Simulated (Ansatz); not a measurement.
hcp Tl, treated with RPBE (PAW; Ansatz, a first-principles code).

Numerical settings: plane-wave cutoff 520 eV, 18×18×10 k mesh (along the axes of the cell as run), Fermi–Dirac smearing 0.05 eV, scalar-relativistic PAW data made under PBE.

Shape and atoms are relaxed at each volume.

Pressure at four volumes; x = ln(V/33.735 Å³). One pressure is withheld.

```
V (Å³/atom)        x  P (GPa)
-----------  -------  -------
32.385       -0.0408        ?
33.060       -0.0202    0.417
33.735        0.0000   -0.001
35.084        0.0392   -0.687
```

Task: Pass a parabola P(x) through the three rows shown, estimate the bulk modulus and its pressure derivative near zero pressure, and predict the withheld pressure.

Result: Slopes between the rows: (-0.001 − (0.417))/(0.0000 − (-0.0202)) = -20.69 and (-0.687 − (-0.001))/(0.0392 − (0.0000)) = -17.50 GPa. Their difference over the span 0.0594 is c = 3.19/0.0594 = 53.7 GPa, so P(x) = 0.417 + (-20.69)(x − (-0.0202)) + 53.7 (x − (-0.0202))(x − (0.0000)). At the middle row B = −dP/dx = −[-20.69 + 53.7 × 0.0202] = 19.6 GPa, and B′ = dB/dP = 2c/B = 5.5. At x = -0.0408 the parabola gives 0.888 GPa; the run gives 0.893 GPa. The Birch–Murnaghan fit to the energies at all volumes has B0 = 19.5 GPa and B′ = 5.6.

Measured, for comparison: bulk modulus 37.4 GPa (copied from a table, unchecked, extrapolated to 0 K and zero-point effects removed; as tabulated in Lejaeghere et al. (2013), arXiv:1204.2733). Computed (rounded) less measured: bulk modulus not scored (unchecked).

Note: the cell is over a tenth larger than the published one: the level's own overestimate first of all, though another phase or state, or a fault of the published cell, is possible; the bulk modulus comes from volumes at which shape and atoms were relaxed.

Spin–orbit coupling is not included; it can shift volumes and moduli of such heavy elements.
